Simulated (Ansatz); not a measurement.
# H4OSSi (SMILES O[SiH2]S): one structure at several levels

The task here is to estimate one member of a computed series from the others.

Computed with Ansatz 0.2.0, Gaussian basis. Level: single points in def2-TZVPP.

Correlated methods freeze the cores.

### Starting geometry

7 atoms, charge 0, spin multiplicity 1.

Atoms are counted from 1 here; the program's logs count them from 0.

Bond lengths: O1–Si2 1.558 Å, O1–H4 1.076 Å, Si2–S3 2.020 Å, Si2–H5 1.541 Å, Si2–H6 1.457 Å, S3–H7 1.434 Å. Angles: Si2–O1–H4 125.1°, O1–Si2–S3 105.2°, O1–Si2–H5 113.0°, O1–Si2–H6 116.5°, S3–Si2–H5 111.4°, S3–Si2–H6 104.9°, H5–Si2–H6 105.6°, Si2–S3–H7 95.1°.

As a file:

| atom | x (Å) | y (Å) | z (Å) |
| --- | --- | --- | --- |
| O1 | -0.9062 | -0.7058 | -0.3551 |
| Si2 | -0.0098 | 0.5148 | 0.0092 |
| S3 | 1.6788 | -0.2815 | 0.7801 |
| H4 | -1.8535 | -0.6490 | -0.8612 |
| H5 | 0.2953 | 1.4204 | -1.2002 |
| H6 | -0.5116 | 1.4038 | 1.0482 |
| H7 | 1.2588 | -1.6442 | 0.6259 |

Set-up of the first run:

Input file run/in.yaml:

```yaml
crystal:
  periodic: [false, false, false]
  atoms:
    - {symbol: O, position_ang: [-0.906200, -0.705800, -0.355100]}
    - {symbol: Si, position_ang: [-0.009800, 0.514800, 0.009200]}
    - {symbol: S, position_ang: [1.678800, -0.281500, 0.780100]}
    - {symbol: H, position_ang: [-1.853500, -0.649000, -0.861200]}
    - {symbol: H, position_ang: [0.295300, 1.420400, -1.200200]}
    - {symbol: H, position_ang: [-0.511600, 1.403800, 1.048200]}
    - {symbol: H, position_ang: [1.258800, -1.644200, 0.625900]}
basis:
  gaussian: {orbitals: def2-TZVPP}
correlation: {method: ccsd_t}
output: {forces: true}
```

The command line of these runs was not kept.

Among the steps run: CCSD(T)/def2-TZVPP; PBE0-D4/def2-TZVPP; wB97M-V/def2-TZVPP; r2SCAN-D4/def2-TZVPP; PBE-D4/def2-TZVPP; HSE06-D4/def2-TZVPP; r2SCAN0-D4/def2-TZVPP.

One of the session's tables, all rows but one given; the rest of the session is left out.

```
    method  RMS force component (eV/Å)  angle to CCSD(T) forces (°)  dipole (D)
   CCSD(T)                       2.238                    reference        2.53
   PBE0-D4                           ?                            ?           ?
   wB97M-V                       2.207                          1.3        2.56
 r2SCAN-D4                       2.141                          1.5        2.56
    PBE-D4                       2.124                          4.5        2.47
  HSE06-D4                       2.175                          2.4        2.56
r2SCAN0-D4                       2.193                          4.4        2.61
```

Estimate the missing values for PBE0-D4.

**Answer.** RMS force component (eV/Å): 2.176; angle to CCSD(T) forces (°): 2.5; dipole (D): 2.56. In the column «RMS force component (eV/Å)» it lies between HSE06-D4 (2.175) and r2SCAN0-D4 (2.193).
